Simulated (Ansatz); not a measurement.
Geometry optimisation, RKS revPBE/def2-SVP (Ansatz).

input.yaml

```yaml
crystal:
  periodic: [false, false, false]
  atoms:
    - { symbol: Al, position_ang: [-0.006428, -0.4212, 0.003838] }
    - { symbol: O, position_ang: [-0.181325, -0.358242, 1.763766] }
    - { symbol: H, position_ang: [-1.078845, -0.410504, 2.13257] }
    - { symbol: H, position_ang: [1.496925, -0.55876, -0.510469] }
    - { symbol: H, position_ang: [-1.316026, -0.561952, -0.910881] }
    - { symbol: "N", position_ang: [0.131633, 2.533299, 0.937758] }
    - { symbol: H, position_ang: [1.025219, 3.023433, 1.074187] }
    - { symbol: H, position_ang: [-0.612567, 3.232452, 1.057345] }
    - { symbol: H, position_ang: [0.038813, 1.846975, 1.721186] }
basis:
  gaussian: { orbitals: def2-SVP }
hamiltonian:
  xc: revpbe
relax:
  f_tol: 0.03
  max_steps: 50
output:
  orbitals: {}
```

Launched with:

```bash
$ ansatz run input.yaml --threads 1 --pin off --max-ram 2048MiB --backend cpu --events-out ev --progress --plain --runs-dir out
```

Where does it end, and by what steps?

The forces met the threshold. After 12 steps the energy has fallen by 0.786 eV; H3 moved furthest, 0.84 Å. Joined: Al1–N6 (3.10 → 2.09 Å).

| step | energy less start (eV) | largest force component (eV/Å) | accepted |
| --- | --- | --- | --- |
| 0 | 0.0000 | 0.772 | yes |
| 1 | -0.1620 | 0.641 | yes |
| 2 | -0.3960 | 0.992 | yes |
| 3 | -0.6116 | 0.853 | yes |
| 4 | -0.6917 | 1.222 | yes |
| 5 | -0.7135 | 1.216 | yes |
| 6 | -0.7726 | 0.170 | yes |
| 7 | -0.7778 | 0.219 | yes |
| 8 | -0.7791 | 0.057 | yes |
| 9 | -0.7798 | 0.109 | yes |
| 10 | -0.7822 | 0.089 | yes |
| 11 | -0.7843 | 0.090 | yes |
| 12 | -0.7857 | 0.021 | yes |

```xyz
9
Properties=species:S:1:pos:R:3
Al -0.081 0.155 0.275
O -0.490 -0.278 1.943
H -0.739 -1.180 2.197
H 1.402 -0.218 -0.258
H -1.290 0.243 -0.798
N 0.152 2.149 0.862
H 1.089 2.546 0.708
H -0.536 2.801 0.461
H -0.011 2.107 1.881
```

The run took 30 s on 1 thread of Arm Neoverse V1 (shared host), peak memory 0.13 GiB.
